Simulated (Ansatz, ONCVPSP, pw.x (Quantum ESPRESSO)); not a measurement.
Be: one change to the ONCV potential, in the atom and in the fcc crystal

```
Element                 : Be (Z = 4)
Generator               : ONCVPSP 4.0.1.1 (patched build)
Type                    : optimised norm-conserving Vanderbilt (ONCV)
Functional              : PBEsol
Relativity              : scalar-relativistic
Frozen core             : [He]
Valence charge          : 2
Reference configuration : 2s2
Partial waves           : 2s: rc 2.00 bohr, ncon 5, nbas 10, qcut 3.6 1/bohr, 2 projectors, debl 1.1 Ha; p scattering state at 0.34 Ha: rc 1.95 bohr, ncon 3, nbas 6, qcut 4.4 1/bohr, 3 projectors, debl 3.4 Ha; d scattering state at 0.05 Ha: rc 1.85 bohr, ncon 3, nbas 7, qcut 6 1/bohr, 2 projectors, debl 1 Ha
Local potential         : polynomial inside 1.60 bohr (lpopt 5, dvloc0 0 Ha)
Core correction         : Teter function, fcfact 2, rcfact 1.05
```

In the p channel the program set the typed energies aside and used 0.050, 3.450, 6.850 Ha.

Change: all radii but the core radius scaled by about 0.81 (s 1.62, p 1.58, d 1.50 bohr); local potential polynomial inside 1.28 bohr (lpopt 5, dvloc0 0 Ha).

Cutoffs, loose and tight: the cutoffs (Ha) at which the residual kinetic energy of the hardest occupied pseudo-wave falls to 1 and 0.1 mHa per electron. They do not see the model core or the augmentation charge, which bear on the density cutoff. Test errors are all-electron minus pseudo excitation energies from the reference, over the configurations 2s1; 2s1.5; 2s1 2p1; 2s0 2p2; variants that change the core or the reference have their own tests.

Crystal test: fcc Be in pw.x 7.5, no spin, 18³ k-points, Fermi–Dirac smearing 0.01 Ry, cutoffs set for each file from its atomic test. The reference is all-electron LAPW (Ansatz 0.2.0) with the same functional, mesh and smearing; V0 and B0 come from Birch–Murnaghan fits to the pressures at five volumes. Errors are pseudo minus all-electron; Δ is the rms difference of the E(V) curves that follow from these fits, minima aligned, over ±6 % about the mean V0. Mesh and smearing are coarse, so the numbers serve the comparison and aren't converged zero-temperature values; the lattice is a test structure that the element need not adopt.

All-electron: a0 = 3.149 Å (V0 = 7.81 Å³/atom), B0 = 120.1 GPa.

Does the change bring the crystal closer to the all-electron result?

The mean pressure error goes from -3.83 to -2.24 GPa, so the change moves the solid closer to the all-electron pressures.

```tsv
quantity	base	changed
outcome (atom)	generated, projector energies reset by the program	generated, projector energies reset by the program
cutoff, loose (atom)	5.3 Ha	6.0 Ha
cutoff, tight (atom)	14 Ha	15 Ha
bound ghosts (atom)	none	none
largest test error (meV) (atom)	+5.7 over the solved tests; 1 of 4 tests not solved or not reliable	+6.9 over the solved tests; 1 of 4 tests not solved or not reliable
cutoffs in pw.x (Ry)	50/200	50/200
a0 (Å)	3.114	3.129
a0 error (%)	-1.12	-0.65
B0 error (%)	+0.1	-0.5
Δ (meV/atom)	6.8	4.0
mean pressure error (GPa)	-3.83	-2.24
```

Base: This is a poor potential for the solid. Atomic configuration tests: 1 of 4 tests not solved or not reliable. The cutoffs count occupied waves only; projector 2 of the p channel, the hardest unoccupied one, needs 34 Ha at the loose tolerance. Changed file: This is a poor potential for the solid. Atomic configuration tests: 1 of 4 tests not solved or not reliable. The cutoffs count occupied waves only; projector 3 of the p channel, the hardest unoccupied one, needs 35 Ha at the loose tolerance.
